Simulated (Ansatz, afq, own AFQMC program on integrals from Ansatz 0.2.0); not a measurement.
Where AFQMC and coupled cluster stand for TiSiH3BrOF, quartet

```xyz
8

F    -3.0872   -0.5214   -1.9195
Ti   -1.5191   -0.8406   -1.1262
Br    0.3043   -2.5732   -0.4306
O     0.0101   -0.0647   -0.1842
Si    1.3321    0.6578    0.5452
H     1.5177    0.1425    1.9319
H     1.0301    2.1217    0.5892
H     2.5700    0.4245   -0.2525
```

Basis def2-SVP. Noble-gas cores (and the filled d shells of Ga–Kr and In–Xe) are frozen. Ansatz 0.2.0 and our own AFQMC program on the same integrals; the CISD trial comes from CCSD amplitudes, and released means the phaseless constraint is let go. Error bars are statistical, one sigma. No spin–orbit coupling. The metal's outer-core s and p shells are frozen, which shifts wave-function levels against functionals.

Determinant: UHF, the one that the program's search chose, which needn't be the lowest solution. The geometry is a PBE0/def2-SVP stationary point of this or a neighbouring charge and spin state.

No full CI on the walks' own integrals is used here. The released AFQMC energy serves as the reference, which it does only where one determinant dominates, the energy is flat over the last release times and near the phaseless one (40 meV or 2 meV an electron, half that with transition metals). On small molecules, where full CI could be run and the noise was under 10 meV, such values lay within 10 meV of it in 19 cases of 20, a flattering rate, since the rule was set on those same cases; what remains of the bias isn't in the error bar.

Cautions: no relativity below Rb; no spin-orbit coupling; outer-core shells of the metal frozen; inner d shell frozen; higher spins were not checked; the released value is read at 1.20 1/Eh with a noise of 23 meV, more than in the cases checked (meV from the phaseless value at times in 1/Eh: -18 ± 14 at 0.24, -14 ± 16 at 0.48, -37 ± 18 at 0.80, -10 ± 23 at 1.20); released reference can be 30 meV off for metals.

The T1 diagnostic is 0.0227. The weight of the determinant in the CISD state is 0.773, the ⟨S²⟩ of the determinant is 3.776 and the size of the correlated space is 31 electrons in 94 orbitals.

Reference: AFQMC with the constraint released, correlation energy -19.180 ± 0.023 eV.

| level | E − E(reference) (mEh) | share of correlation (%) |
| --- | --- | --- |
| HF | 704.84 ± 0.84 | 0.00 |
| MP2 | 62.34 ± 0.84 | 91.16 |
| CCSD | 19.32 ± 0.84 | 97.26 |
| CCSD(T) | 2.10 ± 0.84 | 99.70 |
| ph-AFQMC/CISD | 0.37 ± 0.94 | 99.95 |

Released energies are given only where the last usable release times agree within the noise; a slower fall can still hide under it.
